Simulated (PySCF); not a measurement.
## Oxygen: a sound run and one with changed settings

Sound run: O [He] 2s2 2p4, O⁺ [He] 2s2 2p3. Calculation: PySCF 2.14, in def2-TZVP (5s3p2d1f, 31 functions); the non-relativistic Hamiltonian (point nucleus). In the sound run the correlated levels freeze 1s2. The sound run starts from symmetry-adapted Hartree-Fock orbitals and uses a fine grid where one is needed.

A second run was set up differently.

| species | method | sound run (hartree) | changed run (hartree) | converged |
| --- | --- | --- | --- | --- |
| O | MP2 | -74.95729 | -74.88225 | yes |
| O | CCSD(T) | -74.97675 | -74.89037 | yes |
| O⁺ | MP2 | -74.47006 | -74.39711 | yes |
| O⁺ | CCSD(T) | -74.48689 | -74.40117 | yes |

Ionisation energy of O:

```
 method  sound run (eV)  changed run (eV)
    UHF          12.017            12.017
    MP2          13.258            13.201
SCS-MP2          13.353            13.408
   CCSD          13.294            13.289
CCSD(T)          13.330            13.312
```

(1) What was changed?
A. minimal basis
B. a valence shell is frozen
C. all electrons correlated in a valence basis
D. too few SCF iterations

Answers

(1) B. Freezing a valence shell removes pair correlation that changes on ionisation.
